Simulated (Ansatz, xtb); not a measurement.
Molecule: AlCl2 (charge 0, doublet). It need not be the lowest isomer of its formula. 
Geometry from a B3LYP-D3(BJ)/def2-TZVP (Ansatz, a quantum-chemistry and plane-wave program) optimisation:
```
Al
Cl 1 2.1140
Cl 1 2.1140 2 118.91
```
Charge 0, spin multiplicity 2.

Harmonic wavenumbers from GFN2-xTB (xtb, at its own minimum), cm⁻¹: 93, 448, 592.

Give the harmonic wavenumbers at B3LYP-D3(BJ)/def2-TZVP (Ansatz, finite differences of forces, unscaled).

143, 444, 557 cm⁻¹. Zero-point energy 1.6 kcal/mol.

From these and the geometry, give the ideal-gas thermochemistry at 298.15 K and 1 atm (rigid rotor, harmonic oscillator).

Point group C2v, rotational symmetry number 2. Rotational constants 22.4, 2.15, 1.962 GHz. S(trans) 39.65, S(rot) 24.26, S(vib) 4.10, S(elec, spin only) 1.38, S 69.4 cal/(mol K). H(298) - H(0) 3.07 kcal/mol; G - E(el) -16.0 kcal/mol.
